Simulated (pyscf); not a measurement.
**Routes from HO–CH₂–SiH₃**

Candidate steps break at most two bonds and form at most two. Each was searched with GFN2-xTB (tblite) first. Structures and frequencies: ωB97X-D3(BJ)/def2-SVP in PySCF. MP2 and CC: frozen core, UHF for open shells. ΔMP2 is the change of the MP2 total energy from the triple- to the quadruple-zeta basis. Energies: CCSD(T)/def2-TZVPP + ΔMP2(QZVPP), kcal/mol, from the reactant's lowest minimum found, singlet surface; ΔG‡ with ideal gas, 1 atm, RRHO with modes under 100 cm⁻¹ raised to 100, one conformer, R ln 2 for chiral ones without a mode under 150 cm⁻¹.

```tsv
products	type	ΔE‡	ΔE	ΔG‡ 298 K	ΔG‡ 900 K	ν‡ (cm⁻¹)
SiH₂ [singlet] + H₃C–OH	1,1-elimination	79.3	+51.4	76.4	76.5	1079i
H₃C–O–SiH₃	concerted two-bond exchange	81.3	-25.0	76.9	76.9	1665i
```

Row 1: On the product side the descent ends in an adduct with a O–Si contact, 23.7 kcal/mol under the separated species and 49.1 kcal/mol under the saddle at ωB97X-D3(BJ)/def2-TZVP. 

Plain bond fissions and candidates not yet searched are not listed, and one of them may be faster. Each barrier is that of the saddle found; lower ones may exist. The CCSD(T) − MP2 part came from Ansatz, without density fitting, on the same reference.
